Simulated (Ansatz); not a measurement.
One stationary structure of Nb. These are PBE (plane waves to 420 eV, PAW, scalar-relativistic; Ansatz, an electronic-structure program) values and carry that method's errors.

```
CELL_PARAMETERS angstrom
     -1.65477     1.65477     1.65477
      1.65477    -1.65477     1.65477
      1.65477     1.65477    -1.65477
ATOMIC_POSITIONS crystal
  Nb 0.00000 0.00000 0.00000
```

Find the space group and the Wyckoff positions (tolerance 0.01 Å).

Space group Im-3m (No. 229); a = b = c = 3.310 Å, α = β = γ = 90.00°

```
atom  site  symmetry       x       y       z
----  ----  --------  ------  ------  ------
Nb      2a      m-3m  0.0000  0.0000  0.0000
```

This is the bcc (W type).

Give the shortest distances between elements (the closest pairs, up to four, under 3.6 Å).

Nb–Nb 2.87 Å.

| Quantity | Result |
|---|---|
| Volume per atom | 18.12 Å³ |
| Density | 8.51 g/cm³ |
| Band gap | zero (metallic) |

No spin polarisation in the result.

Measured for Nb: a 3.294 Å (static lattice; corrected from measurement; as listed in Daniel Mejia-Rodriguez, S. B. Trickey, Phys. Rev. B (2018)). Computed minus measured — a: PBE +0.5 %. The computed values are for a static lattice.

The run could not lose the symmetry of its start.

It was reached from a disturbed copy of a Pm-3m (No. 221) cell (simple cubic type), against which it lies -0.98 eV/atom.
